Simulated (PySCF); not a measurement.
# C4H6F2: the cost of one run

Computed with PySCF 2.14.0, with density-fitted response routines of our own, on a single molecule in the gas phase. Atoms are numbered from 0 throughout.

### 1 Starting geometry

12 atoms, charge 0, multiplicity 1; geometry from: GFN2-xTB. The atoms were then displaced at random by about 0.01 Å, so the start is not that level's minimum.

Bonds of the start (Å): F0–C1 1.35, C1–C2 1.53, C2–F3 1.38, C2–C4 1.48, C4–C5 1.49, C5–C2 1.47, C1–H6 1.10, C1–H7 1.11, C4–H8 1.07, C4–H9 1.09, C5–H10 1.07, C5–H11 1.08.

### 2 Geometry optimisation at PBE0-D3(BJ)/def2-SVP

Job settings and geometry (Å):

```
{"job": {"xc": "PBE0", "basis": "def2-SVP", "d3": "d3bj", "grid": 1, "shake": 0.01, "kind": "geom"}, "charge": 0, "multiplicity": 1}
F      1.503790     0.730540    -1.173670
C      1.465930     0.200710     0.071240
C      0.041720    -0.195080     0.451190
F      0.105450    -0.741500     1.714710
C     -1.136750     0.606960     0.065660
C     -0.916350    -0.746740    -0.525230
H      2.139610    -0.672820     0.055680
H      1.881540     0.960620     0.763440
H     -0.974410     1.487710    -0.523470
H     -1.919740     0.719910     0.820050
H     -0.609140    -0.821880    -1.544420
H     -1.541950    -1.556700    -0.184200
```

Launch:

```console
> OMP_NUM_THREADS=1 python probes_run.py task.json out
```

The driver reads the jobs from task.json and runs them one after another.

**Question.** How long does this first job take on 1 thread of Arm Neoverse V2, shared host, and how much memory does it need?

About 45 s, with a peak of 0.48 GiB.
